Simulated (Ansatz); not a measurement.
Ansatz (an electronic-structure program) input:

Ansatz 0.2 input:
```yaml
crystal:
  periodic: [false, false, false]
  atoms:
    - {symbol: F, position_ang: [-0.00000000, -0.00000000, -0.09245367]}
    - {symbol: H, position_ang: [0.00000000, 0.00000000, 0.83208299]}
basis:
  gaussian:
    orbitals: def2-TZVPD
hamiltonian:
  xc: {name: BHLYP}
magnetization: {spin_polarized: true, initial_magnetization: 2}
```

Task: What final total energy does it print?

Result: -100.09268 Eh (BHLYP/def2-TZVPD). The basis has 49 functions.

This state (charge 0, triplet) is run at the relaxed geometry of the species with charge 0 and multiplicity 1, and is a spin state other than that species' own.
